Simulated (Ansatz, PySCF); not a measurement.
Barrier height from H2 + HS to the transition structure H3S, without zero-point energy, on the benchmark's geometries as Psi4's copy of the set gives them.
Transition structure (charge 0, multiplicity 2):
```xyz
4

H      1.262    -0.220     0.000
S      0.000     0.223     0.000
H     -0.501    -1.115     0.000
H     -0.762    -2.235     0.000
```
Reactant (charge 0, multiplicity 1):
```xyz
2

H      0.0000     0.0000     0.0000
H      0.7419     0.0000     0.0000
```

Open shells are unrestricted; no spin–orbit coupling.

Frozen-core correlation.

Run with Ansatz (Gaussian orbitals); PySCF for the dispersion terms. Values without a source in brackets are computed.

Question: One of these levels gives 0.377 eV for the barrier height. Name it.
A. BLYP/def2-TZVPPD
B. MP2/aug-cc-pV(T+d)Z
C. BHLYP/def2-TZVPPD
D. PBE-D4/def2-TZVPPD

Answer: D, PBE-D4/def2-TZVPPD. The others give 0.613 (BLYP/def2-TZVPPD), 0.812 (BHLYP/def2-TZVPPD), 0.713 (MP2/aug-cc-pV(T+d)Z)

Ansatz is a first-principles code.
